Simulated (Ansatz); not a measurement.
**Smallest direct gap on the k points sampled of HfO2 (P2₁/c, No. 14) at several levels of theory**

No measured value is used here.

```
level (code)           value (eV)  cell (Å³/atom)
---------------------  ----------  --------------
LDA (Ansatz)                 4.05           11.53
PBE+SOC (Ansatz)              ___           11.53
PBEsol+SOC (Ansatz)          4.12           11.53
PBE-D3(BJ) (Ansatz)          4.13           11.63
r²SCAN+SOC (Ansatz)           ___           11.53
r²SCAN+rVV10 (Ansatz)        4.68           11.42
```

Complete the blanks.


- PBE+SOC (Ansatz, a program for electronic structure), value (eV): 4.23
- r²SCAN+SOC (Ansatz), value (eV): 4.73

Computed values are for a static lattice. Levels without +SOC have no spin–orbit coupling; where heavier elements are present it shifts gaps, mostly down, and can invert bands.  PBE-D3(BJ), r²SCAN+rVV10: the relaxation could not lower the start's symmetry, so the cell can be a saddle point above a distorted one. Values are at a fixed cell, not relaxed at this level and not confirmed as the measured one; PBE-D3(BJ) at the level's own relaxed cell; r²SCAN+rVV10 at the level's own equilibrium cell. Cutoffs differ between the levels. Ansatz's density-functional and Hartree–Fock values are scalar-relativistic unless marked +SOC, with PAW data made under PBE.
